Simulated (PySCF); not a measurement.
Task: Write Cartesian coordinates for InChI=1S/C4H5N/c1-2-3-4-5/h2-3H,1H3/b3-2+ as optimised with GFN2-xTB.

Result: 
```xyz
10
C4H5N angstrom
C     -1.3635    0.0575    0.7035
C     -0.1499   -0.4007   -0.0194
C      0.8673    0.3933   -0.3525
C      2.0040   -0.0757   -1.0369
N      2.9356   -0.4474   -1.5935
H     -2.2514   -0.1480    0.1056
H     -1.3195    1.1221    0.9209
H     -1.4679   -0.4934    1.6384
H     -0.1153   -1.4519   -0.2775
H      0.8695    1.4490   -0.1111
```

Any rigid rotation of these coordinates is as good. Atoms count from 1 in this order. The 5 heavy atoms lie in one plane (0.001 Å rms). Of the pairs four or more bonds apart, H7···H10 is among the closest relative to their van der Waals radii: 2.44 Å, 102 % of the sum of Bondi's values. The C–C distances run from 1.333 Å (C2=C3, drawn double) to 1.485 Å (C1–C2, drawn single), a spread of 0.152 Å.

Bonds between heavy atoms (Å): C1–C2 1.485, C2=C3 1.333, C3–C4 1.407, C4≡N5 1.147.

Structure optimised with GFN2-xTB, isolated species.

Point group: Cs (every atom within 0.08 Å of its image). No GFN2-xTB frequencies stand behind this structure, so it isn't proved a minimum.

The numbers are calculated, not measured.
